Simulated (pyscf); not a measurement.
HO–SiH₂–OH + H₂O -> HO–SiH(OH)–OH + H₂ (four-centre exchange; singlet surface; H–Si, H–O broken, O–Si, H–H formed). Structures and frequencies: ωB97X-D3(BJ)/def2-SVP in PySCF. Rate constants from transition-state theory, ωB97M-D3(BJ)/def2-TZVP energies (ideal gas, 1 atm, RRHO with modes under 100 cm⁻¹ raised to 100, one conformer, R ln 2 for chiral ones without a mode under 150 cm⁻¹; no tunnelling), k in cm³ molecule⁻¹ s⁻¹.

```json
[
 {"T (K)": "298", "1000/T": "3.354", "log10 k": "-34.55"},
 {"T (K)": "600", "1000/T": "1.667", "log10 k": "-23.97"},
 {"T (K)": "900", "1000/T": "1.111", "log10 k": "-20.31"},
 {"T (K)": "1200", "1000/T": "0.833", "log10 k": "?"}
]
```

Fit an Arrhenius line to the three values, give the activation energy, and predict k at 1200 K.

Least squares gives log10 k = -13.34 − 6.33 × 1000/T, so Ea = 6.33 × ln 10 × 1.987 = 29.0 kcal/mol, against an electronic barrier of 28.5. At 1200 K the line gives -18.62; the computed value is -18.37 (ΔG‡ = 71.3 kcal/mol), a factor 1.8 over the line, since the plot is curved. On the reactant side the descent ends in a complex (not fully relaxed), 4.5 kcal/mol under the separated species and 33.9 kcal/mol under the saddle at ωB97X-D3(BJ)/def2-TZVP. One saddle was located; it need not be the lowest between these sides.
